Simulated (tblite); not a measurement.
Compound: (SiH3)2PH, H₇PSi₂.
SMILES with atom numbers: `[SiH3:1][PH:2][SiH3:3]` (hydrogens: H4, H5, H6 on Si1; H7 on P2; H8, H9, H10 on Si3)

Level: GFN2-xTB in tblite, geometry and Hessian alike; calculated harmonic values, unscaled, isolated species. Errors from tens to a few hundred cm⁻¹ against measured bands are possible. Modes of hydrogen on phosphorus and silicon can be 10 to 20 % off.

Harmonic wavenumbers (cm⁻¹): 77.0, 82.7, 115.0, 438.1, 465.0, 473.9, 480.4, 521.8, 543.3, 665.2, 734.1, 752.2, 759.4, 770.7, 777.8, 784.0, 792.5, 2219.0, 2232.4, 2266.4, 2267.4, 2272.5, 2280.7, 2345.2.

A = 9238, B = 2443, C = 2051 MHz; mass 93.982 u (most abundant isotopes); point group Cs, symmetry number 1.

Task: Zero-point energy?

Result: ½Σν̃ = 12558 cm⁻¹ = 150.23 kJ/mol.

Task: What is S at 350 K and 1 bar for an ideal gas of classical rigid rotors and harmonic oscillators?

Result: Translation 168.85, rotation 112.22, vibration 85.77: S = 366.8 J/(mol K).

Task: And Cp and H(350 K) − H(0)?

Result: Cp = 126.02 J/(mol K), of which vibrations give 92.76 (their classical limit is 24 R = 199.5); H(350 K) − H(0) = 27.75 kJ/mol without the zero-point energy, 16.11 from vibrations.

Task: Blend soft modes into free rotors: weight 1/[1 + (100 cm⁻¹/ν̃)⁴] for the oscillator and the rest for a rotor with moment μB/(μ + B), μ = h/(8π²ν), B = 10⁻⁴⁴ kg m². What vibrational entropy results?

Result: 79.07 J/(mol K) in place of 85.77, which changes −T·S at 350 K by +2.35 kJ/mol.

Task: Which modes carry the vibrational entropy at 350 K?

Result: 77.0 cm⁻¹: 17.91; 82.7 cm⁻¹: 17.33; 115.0 cm⁻¹: 14.62; 438.1 cm⁻¹: 4.46; 465.0 cm⁻¹: 4.09; 473.9 cm⁻¹: 3.97 J/(mol K); the other 18 give 23.39 together.

Task: How do the functions run with temperature in this model?

Result: 
```
 T (K)  S (J/(mol K))  Cp (J/(mol K))  H − H(0) (kJ/mol)  G − H(0) (kJ/mol)  ln q(vib)
    50          223.7            47.8               1.93              -9.26       0.25
   100          260.1            57.3               4.57             -21.43       0.98
298.15          347.6           114.5              21.50             -82.12       3.96
373.15          375.1           130.5              30.72            -109.23       5.15
   500          416.1           149.7              48.56            -159.48       7.13
   750          482.0           175.1              89.39            -272.07      10.78
  1000          534.8           192.0             135.43            -399.38      14.03
```

q(vib) and H(0) count from the zero-point level.

Task: What must be added to the electronic energy to get the Gibbs energy at 350 K and 1 bar?

Result: ZPE + [H(350 K) − H(0)] − T·S = 150.23 + 27.75 − 128.39 = 49.59 kJ/mol.

Hindered rotation and anharmonicity are outside this model.
